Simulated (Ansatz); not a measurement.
Relaxation of CH8NSi (11 atoms, charge 0, multiplicity 2), to a largest force component of 0.03 eV/Å in at most 50 steps.

Theory: UKS B3LYP/def2-SVP (Ansatz).

```xyz
11
Properties=species:S:1:pos:R:3
H 0.381 -0.694 -0.544
N 1.375 -0.461 -0.475
C 1.574 0.974 -0.348
Si -2.169 -0.741 0.410
H 1.724 -0.951 0.350
H 1.143 1.440 0.562
H 1.127 1.482 -1.219
H 2.650 1.214 -0.357
H -3.014 -0.626 -0.813
H -2.401 0.406 1.333
H -2.391 -2.042 1.102
```

**Question.** Where does it end, and by what steps?

**Answer.** The forces met the threshold. The force dipped under the threshold on the way, but the program's further checks kept it going. After 21 steps the energy has fallen by 0.045 eV; H9 moved furthest, 0.97 Å.

```csv
step,energy less start (eV),largest force component (eV/Å),accepted
0,0.0000,0.141,yes
1,-0.0099,0.286,yes
2,-0.0130,0.091,yes
3,-0.0148,0.039,yes
4,-0.0122,0.333,no
5,-0.0163,0.054,yes
6,-0.0173,0.178,yes
7,-0.0200,0.071,yes
8,-0.0223,0.059,yes
9,-0.0171,0.433,no
10,-0.0249,0.057,yes
11,-0.0270,0.131,yes
12,-0.0285,0.163,yes
13,-0.0311,0.164,yes
14,-0.0314,0.338,yes
15,-0.0358,0.287,yes
16,-0.0404,0.107,yes
17,-0.0417,0.025,yes
18,-0.0436,0.027,yes
19,-0.0443,0.044,yes
20,-0.0446,0.027,yes
21,-0.0450,0.019,yes
```

```xyz
11
Properties=species:S:1:pos:R:3
H 0.556 -0.687 -1.110
N 1.307 -0.488 -0.448
C 1.509 0.941 -0.265
Si -2.139 -0.702 0.209
H 1.071 -0.954 0.427
H 0.643 1.507 0.140
H 1.780 1.403 -1.229
H 2.359 1.111 0.417
H -3.608 -0.757 -0.058
H -1.782 0.541 0.954
H -1.697 -1.914 0.962
```

Time of the run: 51 s on 2 threads of Arm Neoverse V1, on a shared host, peak memory 0.2 GiB.
